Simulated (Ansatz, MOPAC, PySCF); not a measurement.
Molecule: C4H5, charge 0, multiplicity 2. SMILES: [CH]1[C@@H]2C[C@H]12
Geometry: optimised at B3LYP-D3(BJ)/def2-TZVP (Ansatz, a program for electronic structure).

Quantity: enthalpy of formation at 298 K, in kcal/mol. Set-up: non-relativistic; frozen cores in correlated levels; 6-31G* and kin with 6d, 5d where marked; spin-orbit terms left out; dispersion terms only where a functional's name holds one; 6-311+G** with 5d; open shells spin-unrestricted. CBS marks a two-point X^-3 extrapolation of the correlation energy; Hartree-Fock from the larger set. The bracket is a focal-point correction in the basis named. First-principles rows: single points at B3LYP-D3(BJ) geometries (Ansatz), with unscaled harmonic terms from B3LYP/6-31G* at its own minima, enthalpies of formation by atomisation with measured atoms. Semi-empirical rows: MOPAC heats of formation at their own minima for 298 K.

Coupled cluster (Ansatz) is a level with limits of its own, used here on species with T1 under 0.025 (0.045 for open shells) and stable references: RI-MP2/CBS(cc-pVTZ,cc-pVQZ)+[CCSD(T)-MP2]/cc-pVTZ.

Value to compare with, RI-MP2/CBS(cc-pVTZ,cc-pVQZ)+[CCSD(T)-MP2]/cc-pVTZ (Ansatz): 105.5 kcal/mol.

```tsv
level	program	enthalpy of formation at 298 K (kcal/mol)	difference
PM6	MOPAC	94.4	-11.1
MNDO	MOPAC	100.1	-5.4
SVWN5/6-31G*	Ansatz	-40.8	-146.3
PBE/6-31G*	Ansatz	70.0	-35.5
B3LYP/6-31+G*	Ansatz	115.1	9.6
B3LYP/cc-pVDZ	Ansatz	120.0	14.5
B3LYP/6-311+G**	Ansatz	113.8	8.3
PBE0/6-311+G**	Ansatz	92.7	-12.8
MP2/6-311+G**	Ansatz	137.2	31.7
B3LYP/def2-TZVPD	Ansatz	108.4	2.9
B3LYP-D3(BJ)/def2-TZVPD	Ansatz + dftd3	102.5	-3.0
M06-2X/def2-TZVPD	PySCF	98.3	-7.2
```

Among the 9 habitual levels, SVWN5/6-31G* lies farthest from RI-MP2/CBS(cc-pVTZ,cc-pVQZ)+[CCSD(T)-MP2]/cc-pVTZ (Ansatz) (-146.3 kcal/mol) and MNDO nearest (-5.4); 4 of 9 lie above it, and their mean absolute difference is 30.6 kcal/mol, the median 12.8. One case shows no general order.

The levels are drawn from those run, B3LYP/6-31G* more often than the rest, none by its result; runs whose electronic state is in doubt are left out.
